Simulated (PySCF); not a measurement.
## Broadened absorption spectrum of [C4H10N]+

C4H10N (charge +1).
SMILES: `[NH3+]C1CCC1`

Computed, not measured: PySCF, TDDFT PBE0/def2-SVPD, vertical, gas phase, core orbitals frozen in the response. The structure is a single GFN2-xTB conformer in the gas phase; no vibrational or solvent corrections.

Broadening: Gaussians 0.5 eV wide at half height, area fixed by f = 4.319×10⁻⁹ ∫ε dν̃. The width is an assumption, not a result. The curve ends short of the highest state used, and states not computed would add to its high-energy end.

λ (nm), ε (L mol⁻¹ cm⁻¹) and a bar:
```
    142.8        890 ##############
    143.7        778 ############
    144.5        730 ############
    145.3        745 ############
    146.2        840 #############
    147.0        985 ################
    147.9       1196 ###################
    148.7       1398 ######################
    149.5       1590 #########################
    150.4       1762 ############################
    151.2       1858 #############################
    152.0       1893 ##############################
    152.9       1862 ##############################
    153.7       1784 ############################
    154.6       1659 ##########################
    155.4       1535 ########################
    156.2       1415 ######################
    157.1       1295 #####################
    157.9       1207 ###################
    158.8       1127 ##################
    159.6       1067 #################
    160.4       1012 ################
    161.3        947 ###############
    162.1        881 ##############
    163.0        798 #############
    163.8        715 ###########
    164.6        627 ##########
    165.5        526 ########
    166.3        438 #######
    167.2        347 #####
    168.0        275 ####
    168.8        213 ###
    169.7        155 ##
    170.5        114 ##
    171.4         79 #
    172.2         55 #
    173.0         38 #
    173.9         24 
    174.7         16 
    175.6         10 
    176.4          6 
    177.2          4 
    178.1          2 
    178.9          1
```

Problem. Locate the maxima and give the states behind the curve.

Solution. 152 nm (8.15 eV), ε about 1900, made up of S3 (95%) (ε in L mol⁻¹ cm⁻¹; maxima over ε = 5, shares over 10%). At its high-energy end, 8.68 eV, the curve is still rising (ε about 880, from S3 and S5). The states used: S1 7.68 eV (f 0.012); S2 7.76 eV (f 0.0037); S3 8.17 eV (f 0.034); S4 8.79 eV (f 0.0003); S5 8.89 eV (f 0.023); S6 9.28 eV (f 0.0076).

Problem. Coming from long wavelengths, where does ε first pass 100 L mol⁻¹ cm⁻¹?

Solution. At about 171 nm (7.26 eV), 0.42 eV below S1.

Problem. What would ε be at 8.15 eV, the highest of these maxima, with half the width (0.25 eV)?

Solution. About 3530 L mol⁻¹ cm⁻¹ against 1890, a factor of about 1.9; a lone state at its own centre would give exactly 2.
